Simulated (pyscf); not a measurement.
Four-centre exchange: `[BH2][Cl]` + `[ClH]` → `[BH2][Cl]` + `[ClH]`

Gas phase, singlet surface, charge 0. Bonds broken: B1–Cl5, Cl2–H6. Bonds formed: B1–Cl2, Cl5–H6. PySCF, gas phase, ωB97X-D3(BJ)/def2-SVP geometries. MP2 and CC: frozen core, UHF for open shells. ΔMP2 is the change of the MP2 total energy from the triple- to the quadruple-zeta basis.

Transition state (Å):

```xyz
6

B     -0.2093     0.9316     0.2944
Cl     1.7485     1.2999     0.3480
H     -0.6646     1.0691     1.3959
H     -0.6768     1.4371    -0.6881
Cl     0.0889    -1.0085    -0.0499
H      1.4032    -0.1919     0.0867
```

One imaginary mode, 900i cm⁻¹; descent along it reached the two sides named.

```json
[
 {"bond": "B1–Cl5", "change": "breaks", "reactant side (Å)": "1.762", "saddle": "1.993", "product side": "2.9"},
 {"bond": "Cl2–H6", "change": "breaks", "reactant side (Å)": "1.285", "saddle": "1.553", "product side": "2.9"},
 {"bond": "B1–Cl2", "change": "forms", "reactant side (Å)": "2.9", "saddle": "1.993", "product side": "1.762"},
 {"bond": "Cl5–H6", "change": "forms", "reactant side (Å)": "2.9", "saddle": "1.553", "product side": "1.285"}
]
```

Electronic energies relative to the separated reactants (kcal/mol):

```
level                             barrier  reaction energy  reverse barrier
--------------------------------  -------  ---------------  ---------------
ωB97X-D3(BJ)/def2-TZVP               12.9              0.0             12.9
PBE/def2-TZVP                         6.1              0.0              6.1
r²SCAN/def2-TZVP                      8.2              0.0              8.2
B3LYP-D3(BJ)/def2-TZVP               12.9              0.0             12.9
PBE0-D3(BJ)/def2-TZVP                 8.2              0.0              8.2
M06-2X/def2-TZVP                     12.6              0.0             12.6
ωB97M-D3(BJ)/def2-TZVP               13.6              0.0             13.6
HF/def2-TZVP                         34.0              0.0             34.0
MP2/def2-QZVPP                       11.6              0.0             11.6
CCSD/def2-TZVPP                      19.0              0.0             19.0
CCSD(T)/def2-TZVPP                   15.5              0.0             15.5
CCSD(T)/def2-TZVPP + ΔMP2(QZVPP)     14.8              0.0             14.8
```

With CCSD(T)/def2-TZVPP + ΔMP2(QZVPP) energies and thermal terms (ideal gas, 1 atm, RRHO with modes under 100 cm⁻¹ raised to 100, one conformer, R ln 2 for rigid chiral ones), in kcal/mol:

```tsv
T (K)	ΔH‡	ΔG‡	ΔH	ΔG
298	13.7	24.0	0.0	0.0
600	13.6	34.5	0.0	0.0
900	14.1	44.9	0.0	0.0
1200	14.6	55.0	0.0	0.0
```

This is the saddle that the search found; another between the same sides may lie lower. The CCSD(T) − MP2 part came from Ansatz, without density fitting, on the same reference.
